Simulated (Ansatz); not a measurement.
# NSi2: the cost of one run

Program: Ansatz 0.2.0, Gaussian basis. Level of theory: cc-pVTZ, core rule «outside noble gas», up to 11 orbitals frozen. These are calculated values, not measurements.

The runs, in order: UHF; CCSD(T) on ROHF; CCSD(T) on UHF; BCCD(T) on ROHF; CCSDT(Q) on ROHF; CCSDT(Q) on UHF.

7 further runs of the same task are left out: 2 for a known fault of the program, 5 set aside as unsound or not needed.

## Step 1: The system

The geometry is a PBE0/def2-TZVP stationary point (not a proven minimum).

3 atoms, charge 0, spin multiplicity 2.

Atoms are counted from 1 here; the program's logs count them from 0.

Bond lengths: N1–Si2 1.607 Å, Si2–Si3 2.274 Å. Angles: N1–Si2–Si3 180.0°.

## Step 2: UHF

Contents of in.yaml:

```yaml
crystal:
  periodic: [false, false, false]
  atoms:
    - {symbol: N, position_ang: [0.000000, 0.000000, -1.829133]}
    - {symbol: Si, position_ang: [0.000000, 0.000000, -0.222533]}
    - {symbol: Si, position_ang: [0.000000, 0.000000, 2.051667]}
basis:
  gaussian: {orbitals: cc-pVTZ}
magnetization: {spin_polarized: true, initial_magnetization: 1}
hamiltonian: {xc: hf}
output: {orbitals: {seedname: orbitals}}
```

Launch:

```bash
$ ansatz run in.yaml --threads 1 --pin off --events-out ev --progress --plain --max-ram 2816MiB --backend cpu
```

Q: Estimate wall time and peak memory on 1 thread of AMD EPYC 7R13, shared host.

About 14 s, with a peak of 0.31 GiB.
